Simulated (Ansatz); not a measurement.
```yaml
crystal:
  periodic: [false, false, false]
  atoms:
    - {symbol: B, position_ang: [-0.797746, -1.119310, -1.072151]}
    - {symbol: S, position_ang: [-1.387980, 0.440286, -0.620383]}
    - {symbol: Ga, position_ang: [0.730161, -0.029402, 0.459870]}
    - {symbol: H, position_ang: [2.203526, 0.032788, -0.575339]}
basis:
  gaussian: {orbitals: def2-TZVP}
magnetization: {spin_polarized: true, initial_magnetization: 3}
hamiltonian: {xc: pbe0}
relax: {f_tol: 0.004, max_steps: 80}
```

```sh
$ ansatz run in.yaml --threads 1 --pin off --events-out ev --progress --plain --max-ram 2176MiB
```

Steps of the relaxation (energy above the last step; positions in Å, forces in eV/Å):

```
4
step 1, 210.4 meV
B    -0.798   -1.119   -1.072   -0.066    0.575    0.387
S    -1.388    0.440   -0.620    0.510   -0.490   -0.073
Ga    0.730   -0.029    0.460    0.691   -0.139   -1.105
H     2.204    0.033   -0.575   -1.134    0.055    0.790
```

```
4
step 2, 16.2 meV
B    -0.809   -1.145   -1.007   -0.181    0.561    0.081
S    -1.270    0.483   -0.663    0.309   -0.639   -0.005
Ga    0.787   -0.122    0.390   -0.434    0.059    0.110
H     2.041    0.108   -0.528    0.307    0.019   -0.186
```

```
4
step 3, 3.0 meV
B    -0.817   -1.143   -1.015   -0.097    0.340    0.068
S    -1.275    0.473   -0.653    0.157   -0.365   -0.034
Ga    0.774   -0.108    0.390   -0.062    0.035   -0.040
H     2.066    0.103   -0.529    0.003   -0.010    0.007
```

```
4
step 7, 0.0 meV
B    -0.820   -1.138   -1.017    0.000    0.000    0.000
S    -1.271    0.465   -0.651    0.000    0.000    0.000
Ga    0.772   -0.103    0.388    0.000    0.000    0.000
H     2.068    0.101   -0.528    0.000    0.000    0.000
```

Close pairs at the end: Ga3–H4 1.600 Å, B1–S2 1.704 Å, S2–Ga3 2.361 Å, B1–Ga3 2.362 Å.

A stationary point of unrestricted PBE0 after 7 steps, with ⟨S²⟩ = 3.762 against 3.75 for a pure state; no frequencies were run, so it isn't proven a minimum. 53 s on 1 thread of Intel Xeon Platinum 8488C, shared host.
